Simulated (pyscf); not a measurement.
`[OH][B]([OH])[OH]` + `[ClH]` → `[OH][B]([OH])[OH]` + `[ClH]` (four-centre exchange; singlet surface; H–O, Cl–H broken, H–O, Cl–H formed). PySCF, gas phase, ωB97X-D3(BJ)/def2-SVP geometries. Energies in eV from the separated reactants.

```json
[
 {"level": "ωB97X-D3(BJ)/def2-TZVP", "barrier": "1.12", "reaction energy": "0.00"},
 {"level": "PBE/def2-TZVP", "barrier": "0.93", "reaction energy": "0.00"},
 {"level": "r²SCAN/def2-TZVP", "barrier": "0.98", "reaction energy": "0.00"},
 {"level": "B3LYP-D3(BJ)/def2-TZVP", "barrier": "[?]", "reaction energy": "0.00"},
 {"level": "PBE0-D3(BJ)/def2-TZVP", "barrier": "0.99", "reaction energy": "0.00"},
 {"level": "ωB97M-D3(BJ)/def2-TZVP", "barrier": "[?]", "reaction energy": "0.00"}
]
```

**Question.** What belongs in the gaps?

**Answer.** 
- B3LYP-D3(BJ)/def2-TZVP, barrier: 1.04
- ωB97M-D3(BJ)/def2-TZVP, barrier: 1.08

The functionals in the table span 0.19 eV in this barrier, from PBE to ωB97X-D3(BJ)/def2-TZVP. On the reactant side the descent ends in a complex, 0.28 eV under the separated species and 1.40 eV under the saddle at ωB97X-D3(BJ)/def2-TZVP. On the product side the descent ends in a complex, 0.28 eV under the separated species and 1.40 eV under the saddle at ωB97X-D3(BJ)/def2-TZVP. One saddle was located; it need not be the lowest between these sides.
